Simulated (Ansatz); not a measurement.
Born–Oppenheimer molecular dynamics of BClH₄O (7 atoms, charge 0, multiplicity 1). It starts at the highest image of a converged band, a first-order saddle point between two minima.

The calculation used RKS B3LYP/def2-SVPD in Ansatz.

| Property | Result |
| --- | --- |
| ensemble | NVE (velocity Verlet) |
| time step | 0.5 fs |
| steps asked | 200 |
| starting velocities drawn for | 100 K |
| seed | 8472 |

First frame:

```xyz
7
Properties=species:S:1:pos:R:3
B 0.116 0.275 0.099
H -0.134 -0.367 1.263
Cl 1.700 -0.348 -0.544
H -0.853 0.155 -0.594
O 0.237 1.672 0.766
H 1.165 1.939 0.840
H 0.028 0.637 1.468
```

(1) How far do the bonds stretch over the last three quarters of this one trajectory? (Pairs bonded in most of those frames.)

Results:

(1) 
```csv
bond,mean (Å),spread (Å),shortest,longest
B1–Cl3,1.790,0.066,1.68,1.92
B1–H4,1.204,0.037,1.14,1.27
B1–O5,1.354,0.066,1.25,1.45
H2–H7,0.762,0.010,0.75,0.78
O5–H6,0.968,0.008,0.95,0.98
```

Mean temperature of the second half: 2652 K. The conserved energy stayed within 0.17 meV per atom of its start (net change -0.037 meV per atom), so the integration is sound. The kinetic energy rose, since the run started high on the potential surface and went downhill. It ends in pieces (BClH2O + H2), so much of that is their flight and rotation, not heat. A run of 0.1 ps of so small a system gives no equilibrium averages. The orbitals stay closed-shell, which can raise the energy where a bond breaks towards radicals; this wasn't checked here.

Run time: 4.1 min on 2 threads of Arm Neoverse V2, on a shared host, peak memory 0.24 GiB.
